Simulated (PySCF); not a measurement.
Work out the structure from these simulated measurements.

Formula: CH5FSi.

- 1H NMR: chemical shifts (computed TMS as zero) by class: 5.05 (2 H), 3.93 (3 H) ppm [GIAO PBE0/pcSseg-1]
- Rotational structure: rotational constants A, B, C: 27.733, 4.986, 4.571 GHz [GFN2-xTB]
- NMR, other nuclei: isotropic shieldings of nuclei other than C and H, by class: 467 (1 F), 425 (1 Si) ppm [GIAO PBE0/pcSseg-1]
- 13C NMR: chemical shifts (computed TMS as zero) by class: 76.6 (1 C) ppm [GIAO PBE0/pcSseg-1]
- Dipole: 1.75 D [PBE0/pcSseg-1]

The electronic properties come from PySCF, for the isolated species, density fitting. Levels stand in brackets. Isolated species at its GFN2-xTB geometry, gas phase. NMR classes are plain means over equivalent atoms (diastereotopic ones count apart unless rotation or inversion swaps them), as if these changed places fast.

Question: What is the compound? Reason from the data.

Answer: Numbering: `[F:1][CH2:2][SiH3:3]`. Its formula, CH5FSi, gives 0 degrees of unsaturation, so no ring and no π bond. The one carbon: sp3 C–F carbon [C2] (76.6 ppm). Hydrogen classes from least to most shielded: 2 H on an sp3 C–F carbon, C2 (5.05 ppm), 3 H on an SiH3 silicon, Si3 (3.93 ppm). The other shieldings belong to: 467 ppm, alkyl fluorine [F1]; 425 ppm, SiH3 silicon [Si3]. The optimised geometry has point group Cs and is an asymmetric top. Structure: H3SiCH2F (`FC[SiH3]`). Computed isomers that give other values at the same levels: `C[SiH2]F` (13C chemical shifts (computed TMS as zero) by class: -0.9 (1 C) ppm). The assignments are read from this structure; whether some other isomer fits the data as well wasn't checked.
